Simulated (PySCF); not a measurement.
Isomers of [C3H4NS]- (charge -1). Theory: PBE0-D3(BJ)/def2-SVP geometry optimisation, gas phase in PySCF 2.14.0. Energies are electronic, without zero-point or thermal terms, for one conformer each. No frequencies were run at this level. Point groups hold within 0.08 Å.

Question: Rank from lowest to highest electronic energy at this level (kJ/mol).
A. `[N:1]#[C:2][CH2:3][CH2:4][S-:5]` (charge -1) with C2–C3–C4–S5 180°
B. `[CH2:1]=[N:2]/[CH:3]=[CH:4]\[S-:5]` (charge -1) with C1–N2–C3–C4 180°

Answer: A (0.0), B (55.0).

```csv
SMILES,E (Eh),E rel (kJ/mol),dipole about centre of mass (D),point group,"A, B, C (MHz)"
N#CCC[S-],-569.08961,0.0,3.40,Cs,"27888, 1513, 1461"
C=N/C=C\[S-],-569.06864,55.0,2.99,Cs,"15805, 1907, 1702"
```

Q: How do the relative energies change in single points at PBE0/pcSseg-1 (no added dispersion term) on the same geometries?

A: 
```json
{"SMILES": "N#CCC[S-]", "PBE0-D3(BJ)/def2-SVP (kJ/mol)": "0.0", "PBE0/pcSseg-1 (kJ/mol)": "0.0", "shift": "0.0"}
{"SMILES": "C=N/C=C\\[S-]", "PBE0-D3(BJ)/def2-SVP (kJ/mol)": "55.0", "PBE0/pcSseg-1 (kJ/mol)": "74.4", "shift": "+19.4"}
```

Each column counts from its own lowest isomer. The order is unchanged; the largest shift is 19.4 kJ/mol.
